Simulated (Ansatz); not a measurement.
# CH4AlO: the cost of one run

Program: Ansatz 0.2.0. Level of theory: UKS PBE-D4/6-31G*. These are calculated values, not measurements.

### Step 1. The structure to begin with

Bond lengths: C1–O2 1.366 Å, O2–Al3 1.831 Å, C1–H4 1.158 Å, C1–H5 1.074 Å, C1–H6 1.171 Å, Al3–H7 1.649 Å. Angles: C1–O2–Al3 107.8°, O2–C1–H4 113.2°, O2–C1–H5 116.0°, O2–C1–H6 108.4°, H4–C1–H5 107.9°, H4–C1–H6 104.9°, H5–C1–H6 105.6°, O2–Al3–H7 120.2°.

As a file:

```xyz
7

C    -0.5585    0.6260    0.0186
O    -0.6655   -0.7290   -0.1213
Al    0.9775   -1.3728   -0.6085
H    -0.2619    1.1647   -0.9624
H     0.1000    0.9684    0.7948
H    -1.6146    1.0543    0.2893
H     2.0842   -1.7796    0.5438
```

### Step 2. End point A

Input file input.yaml:

```yaml
crystal:
  periodic: [false, false, false]
  atoms:
    - { symbol: C, position_ang: [-0.5585, 0.626, 0.0186] }
    - { symbol: O, position_ang: [-0.6655, -0.729, -0.1213] }
    - { symbol: Al, position_ang: [0.9775, -1.3728, -0.6085] }
    - { symbol: H, position_ang: [-0.2619, 1.1647, -0.9624] }
    - { symbol: H, position_ang: [0.1, 0.9684, 0.7948] }
    - { symbol: H, position_ang: [-1.6146, 1.0543, 0.2893] }
    - { symbol: H, position_ang: [2.0842, -1.7796, 0.5438] }
magnetization:
  spin_polarized: true
  initial_magnetization: 1
basis:
  gaussian: { orbitals: "6-31G*" }
hamiltonian:
  xc: pbe
  dispersion: d4
relax:
  f_tol: 0.02
  max_steps: 50
```

Command:

```console
ansatz run input.yaml --threads 1 --pin off --max-ram 2048MiB --backend cpu --events-out ev --progress --plain --runs-dir out
```

Q: Estimate wall time and peak memory on 1 thread of Arm Neoverse V1, shared host.

About 34 s, with a peak of 0.15 GiB.
